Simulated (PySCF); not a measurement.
# PF3 (phosphorus trifluoride) at 6 levels

We compute a comparison of 6 runs (HF/STO-3G, HF/3-21G, HF/6-31G*, HF/6-31+G*, HF/6-311++G(2d,2p), HF/6-311++G(3df,3pd)) of PF3 (phosphorus trifluoride). 

Program for the calculation: PySCF 2.14.0.

1 further run of the same task is left out (set aside as unsound or not needed).

## 1. The molecule

PF3: 4 atoms, total charge 0, spin state singlet. As SMILES, `FP(F)F`. The shape is that of a PBE0-D4/def2-TZVP optimisation.

Bond lengths: F1–P2 1.572 Å, P2–F3 1.572 Å, P2–F4 1.572 Å. Angles: F1–P2–F3 97.6°, F1–P2–F4 97.6°, F3–P2–F4 97.6°.

## 2. The polarisability at HF/STO-3G (run 1)

The input, start.xyz:

```xyz
4

F      0.834400    -0.663200     0.874500
P     -0.297500     0.314600     0.392300
F     -1.061900    -0.696500    -0.536900
F      0.525000     1.045200    -0.730000
```

The input, calc.py:

```python
import numpy
from pyscf import gto
from pyscf.prop.polarizability import rhf

mol = gto.M(
    atom='start.xyz',
    max_memory=1860,
    charge=0,
    basis='sto-3g',
    verbose=3,
)

calc0 = mol.RHF()
calc0.conv_tol = 1e-10
calc0.kernel()
if not calc0.converged:
    calc0 = calc0.newton().run(calc0.mo_coeff, calc0.mo_occ)

etot = calc0.e_tot
print('Final energy', etot)
pol = rhf.Polarizability(calc0)
alpha = pol.polarizability()
print('isotropic polarizability %.4f bohr^3' % (numpy.trace(alpha) / 3))
alpha_w = pol.polarizability_with_freq(freq=0.0774)
beta = pol.hyper_polarizability()
```

On the command line:

```sh
$ OMP_NUM_THREADS=1 python calc.py
```

Standard output:

```text
converged SCF energy = -631.020713934013
Final energy -631.0207139340134
isotropic polarizability 8.8511 bohr^3
```

It took 0.7 s on 1 thread of Arm Neoverse V2, shared host; peak memory 0.12 GiB.

## 3. The polarisability at HF/3-21G (run 2)

The input, input.py:

```python
import numpy
from pyscf import gto, scf
from pyscf.prop.polarizability import rhf

system = gto.Mole()
system.atom = '''
F      0.834400    -0.663200     0.874500
P     -0.297500     0.314600     0.392300
F     -1.061900    -0.696500    -0.536900
F      0.525000     1.045200    -0.730000
'''
system.verbose = 3
system.max_memory = 1860
system.spin = 0
system.basis = '3-21g'
system.build()

mf = scf.RHF(system)
mf.conv_tol = 1e-10
mf.kernel()
if not mf.converged:
    mf = mf.newton().run(mf.mo_coeff, mf.mo_occ)

e_tot = mf.e_tot
print('Final energy', e_tot)
pol = rhf.Polarizability(mf)
alpha = pol.polarizability()
print('isotropic polarizability %.4f bohr^3' % (numpy.trace(alpha) / 3))
alpha_w = pol.polarizability_with_freq(freq=0.0774)
beta = pol.hyper_polarizability()
```

On the command line:

```sh
$ OMP_NUM_THREADS=1 python input.py
```

Standard output:

```text
converged SCF energy = -635.771085016643
Final energy -635.7710850166429
isotropic polarizability 14.0581 bohr^3
```

Wall time 1.4 s (1 thread of Arm Neoverse V2, shared host); peak memory 0.11 GiB.

Run 3 isn't shown in full; the table further down has it.

## 4. The response to a field at HF/6-31+G(d) (spherical functions) (run 4)

The input, mol.xyz:

```xyz
4
F3P
F      0.834400    -0.663200     0.874500
P     -0.297500     0.314600     0.392300
F     -1.061900    -0.696500    -0.536900
F      0.525000     1.045200    -0.730000
```

The input, input.py:

```python
import numpy
from pyscf import gto
from pyscf.prop.polarizability import rhf

mol = gto.M(
    atom='mol.xyz',
    basis='6-31+g*',
    charge=0,
    spin=0,
    max_memory=1860,
    verbose=4,
)

mf = mol.RHF()
mf.conv_tol = 1e-10
mf.kernel()
if not mf.converged:
    mf = mf.newton().run(mf.mo_coeff, mf.mo_occ)

e_tot = mf.e_tot
print('E(%s) = %.9f' % ('HF', e_tot))
pol = rhf.Polarizability(mf)
alpha = pol.polarizability()
print('isotropic polarizability %.4f bohr^3' % (numpy.trace(alpha) / 3))
alpha_w = pol.polarizability_with_freq(freq=0.0774)
beta = pol.hyper_polarizability()
```

On the command line:

```sh
$ OMP_NUM_THREADS=1 python input.py
```

Standard output:

```text
PySCF version 2.14.0

[... 58 lines left out ...]
converged SCF energy = -639.139984722116
[... 3 lines left out ...]
isotropic polarizability 21.0892 bohr^3
```

Run time: 14 s. Hardware: 1 thread of Arm Neoverse V2, shared host; peak memory 0.15 GiB.

Run 5 isn't shown in full; the table further down has it.

## 5. The response to a field at HF/6-311++G(3df,3pd) (run 6)

mol.xyz: that of step 4 with these lines changed.

```diff
@@ -1,3 +1,3 @@
 4
-F3P
+
 F      0.834400    -0.663200     0.874500
```

The input, calc.py:

```python
import numpy
from pyscf import gto
from pyscf.prop.polarizability import rhf

mol = gto.Mole()
mol.atom = 'mol.xyz'
mol.max_memory = 1860
mol.spin = 0
mol.verbose = 3
mol.charge = 0
mol.basis = '6-311++g(3df,3pd)'
mol.build()

myscf = mol.RHF()
myscf.conv_tol = 1e-10
myscf.kernel()
if not myscf.converged:
    myscf = myscf.newton().run(myscf.mo_coeff, myscf.mo_occ)

e_tot = myscf.e_tot
print('E(%s) = %.9f' % ('HF', e_tot))
pol = rhf.Polarizability(myscf)
alpha = pol.polarizability()
print('isotropic polarizability %.4f bohr^3' % (numpy.trace(alpha) / 3))
alpha_w = pol.polarizability_with_freq(freq=0.0774)
beta = pol.hyper_polarizability()
```

On the command line:

```sh
$ OMP_NUM_THREADS=1 python calc.py
```

Standard output:

```text
converged SCF energy = -639.287518833753
E(HF) = -639.287518834
isotropic polarizability 22.8222 bohr^3
```

Wall time 9.3 min (1 thread of Arm Neoverse V2, shared host); peak memory 0.81 GiB.

## 6. Overview of the runs

```tsv
run	level	energy (Eh)	dipole moment (D)	HOMO energy (eV)	LUMO energy (eV)	wall time
1	HF/STO-3G	-631.020714	1.26	-8.34	11.85	0.7 s
2	HF/3-21G	-635.771085	2.17	-12.76	4.45	1.4 s
3	HF/6-31G* (spherical functions)	-639.123501	1.40	-12.52	4.04	5.1 s
4	HF/6-31+G* (spherical functions)	-639.139985	1.46	-12.80	1.85	14 s
5	HF/6-311++G(2d,2p)	-639.259755	1.36	-12.78	1.74	2.1 min
6	HF/6-311++G(3df,3pd)	-639.287519	1.21	-12.70	1.73	9.3 min
```

## 7. Results

| quantity | value |
| --- | --- |
| run 6: total energy | -639.28752 Eh |
| run 6: dipole moment | 1.21 D |
| run 6: HOMO energy | -12.70 eV |
| run 6: LUMO energy | 1.73 eV |
| run 6: HOMO–LUMO gap | 14.43 eV |
| run 6: mean static polarisability | 22.8 bohr³ |
| run 6: mean polarisability at ω = 0.0774 Eh | 23.4 bohr³ |

In words: The dipole moment (its size) runs from 1.21 D (HF/6-311++G(3df,3pd)) to 2.17 D (HF/3-21G). The HOMO–LUMO gap runs from 14.43 eV (HF/6-311++G(3df,3pd)) to 20.19 eV (HF/STO-3G). In run 1 the basis is minimal, so the values are rough. All runs together took 12 min, the longest 9.3 min.
